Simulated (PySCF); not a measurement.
CCl₄, SMILES ClC(Cl)(Cl)Cl.

Geometry: ωB97X-D3(BJ)/def2-SVP.

Calculation: ωB97X-D3(BJ)/def2-SVP in PySCF.

Frequencies are harmonic and unscaled.

Modes within 1.5 cm⁻¹ of each other (mostly degenerate sets) share a row, with their intensities summed.

```json
[
 {"mode": "1–2", "ν (cm⁻¹)": "224", "IR (km/mol)": "0.0", "Raman (Å⁴/amu)": "7.5", "depolarisation": "0.75", "moving atoms (share of kinetic energy)": "Cl 100 %"},
 {"mode": "3–5", "ν (cm⁻¹)": "326", "IR (km/mol)": "0.4", "Raman (Å⁴/amu)": "13.8", "depolarisation": "0.75", "moving atoms (share of kinetic energy)": "Cl 95 %"},
 {"mode": "6", "ν (cm⁻¹)": "486", "IR (km/mol)": "0.0", "Raman (Å⁴/amu)": "13.9", "depolarisation": "0.00", "moving atoms (share of kinetic energy)": "Cl 100 %"},
 {"mode": "7–9", "ν (cm⁻¹)": "843", "IR (km/mol)": "509.8", "Raman (Å⁴/amu)": "6.2", "depolarisation": "0.75", "moving atoms (share of kinetic energy)": "C 87 %, Cl 13 %"}
]
```
